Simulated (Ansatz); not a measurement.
# CH7NSi: the cost of one run

All numbers below are computed with Ansatz 0.2.0 (RKS PBE0-D4/def2-SVP).

**1. The system as given**

Bond lengths: Si1–C2 2.070 Å, C2–H3 1.110 Å, C2–H4 1.110 Å, C2–H5 1.110 Å, Si1–H6 1.660 Å, Si1–N7 1.819 Å, N7–H8 1.060 Å, N7–H9 1.060 Å, Si1–H10 1.459 Å. Angles (14 of 15 angles, heavy atoms first): C2–Si1–N7 122.7°, Si1–C2–H3 76.8°, Si1–C2–H4 131.6°, Si1–C2–H5 113.2°, C2–Si1–H6 46.7°, C2–Si1–H10 122.7°, H6–Si1–N7 121.2°, N7–Si1–H10 109.5°, Si1–N7–H8 120.0°, Si1–N7–H9 120.0°, H3–C2–H4 109.4°, H3–C2–H5 109.4°, H4–C2–H5 109.4°, H6–Si1–H10 121.2°.

As a file:

```xyz
10

Si    0.0000    0.0000    0.0000
C     1.1598    0.0000    1.7145
H     0.1602   -0.3092    2.0850
H     1.9274   -0.7111    2.0850
H     1.3918    1.0203    2.0850
H     1.6388    0.0000    0.2650
N    -0.8572    1.4851   -0.6061
H    -1.8773    1.4300   -0.8888
H    -0.3367    2.4058   -0.6766
H    -0.6877   -1.1914   -0.4862
```

**2. Pulling towards end A**

Springs on the bonds that form and break draw the guess towards this end; the thresholds are loose.

The input, input.yaml:

```yaml
crystal:
  periodic: [false, false, false]
  atoms:
    - { symbol: Si, position_ang: [0.0, 0.0, 0.0] }
    - { symbol: C, position_ang: [1.1598, 0.0, 1.7145] }
    - { symbol: H, position_ang: [0.1602, -0.3092, 2.085] }
    - { symbol: H, position_ang: [1.9274, -0.7111, 2.085] }
    - { symbol: H, position_ang: [1.3918, 1.0203, 2.085] }
    - { symbol: H, position_ang: [1.6388, 0.0, 0.265] }
    - { symbol: "N", position_ang: [-0.8572, 1.4851, -0.6061] }
    - { symbol: H, position_ang: [-1.8773, 1.43, -0.8888] }
    - { symbol: H, position_ang: [-0.3367, 2.4058, -0.6766] }
    - { symbol: H, position_ang: [-0.6877, -1.1914, -0.4862] }
basis:
  gaussian: { orbitals: def2-SVP }
hamiltonian:
  xc: pbe0
  dispersion: d4
relax:
  f_tol: 0.15
  max_steps: 25
  restrain:
    - { distance: [1, 5], at: 2.31, k: 30.0 }
    - { distance: [0, 1], at: 1.87, k: 30.0 }
    - { distance: [0, 5], at: 1.46, k: 30.0 }
```

The run is started by

```console
> ansatz run input.yaml --threads 1 --pin off --max-ram 2048MiB --backend cpu --events-out ev --progress --plain --runs-dir out
```

What time and memory should one allow on 1 thread of Arm Neoverse V1, shared host?

About 23 s, with a peak of 0.15 GiB.
